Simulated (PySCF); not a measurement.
**Competing steps**

Reactants: BNH₃F ([NH2][BH][F]) (brackets give SMILES or just the links). Saddle points were found for several chosen steps; others may exist. Gas-phase electronic energies, without zero-point energy, by CCSD(T) at an estimated basis limit (MP2 extrapolated from triple and quadruple zeta, plus CCSD(T) − MP2 in triple zeta); PySCF 2.14 with density fitting (its default auxiliary sets; JK sets also for MP2 and CCSD(T)), def2-TZVPP and QZVPP, frozen cores, on PBE0-D4/def2-TZVP structures. Extrapolation: Hartree–Fock as exp(−7.88 √X), correlation as X^−2.97. No counterpoise correction.

Q: Rank the steps by the energy of their saddle points, lowest first, and give each saddle's height above the lowest. (To be estimated.)
A. 1,2-elimination, to BNHF ([NH][B][F]) + H₂ (breaks or loosens B–H, H–N; forms H–H)
B. 1,2-elimination, to BNH₂ ([BH][NH]) + HF (breaks or loosens B–F, H–N; forms F–H)

A: Computed: B (0.000 eV), A (0.305 eV). Heights count from the lowest.

The lowest of these saddles lies at 3.242 eV relative to the reactant.

Q: Does the lowest of these saddles lead to the lowest end structure (the products still in contact)? (Judge from chemistry; the calculation decides.)

A: Computed: No: the step over a higher saddle ends lower. Relative to the reactant, the ends lie at 2.553 (BNH₂ ([BH][NH]) + HF); 2.249 (BNHF ([NH][B][F]) + H₂) eV.

The T1 diagnostic stays at or below 0.015.

For scale, one of the runs: CCSD(T)/def2-TZVPP, 135 basis functions, launched by `OMP_NUM_THREADS=4 python run.py`. The run took 73 s on 4 CPU threads of an Arm Neoverse V2 (shared host), with 0.74 GiB of host memory at its peak.
